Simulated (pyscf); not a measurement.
`[O]=[SiH][F]` + `[H][H]` → `[OH][SiH2][F]`, an addition across a multiple bond or ene-type step (singlet surface; H–H broken, H–O, H–Si formed). Structures and frequencies: ωB97X-D3(BJ)/def2-SVP in PySCF. Energies in kcal/mol from the separated reactants.

Small-basis levels: PySCF, no dispersion term, spherical d functions. 

Q: Quick MP2/6-31G* single points give ΔE‡ = 28.8 kcal/mol and ΔE = -42.0 kcal/mol. What does ωB97M-D3(BJ)/def2-TZVP give, and how far is the quick result from it?

A: ωB97M-D3(BJ)/def2-TZVP gives ΔE‡ = 16.4 kcal/mol and ΔE = -49.6 kcal/mol. MP2/6-31G* lies 12.4 kcal/mol over it in the barrier and 7.7 kcal/mol over it in the reaction energy, so on this step it does not hold to within 3.0 kcal/mol. ωB97M-D3(BJ)/def2-TZVP has limits of its own. At the saddle there is also a short H–Si contact that neither side keeps. O=SiH–F lies 15.8 kcal/mol over its isomer HO–Si:–F [singlet] (electronic energy, ωB97M-D3(BJ)/def2-TZVP). This is the saddle that the search found; another between the same sides may lie lower.
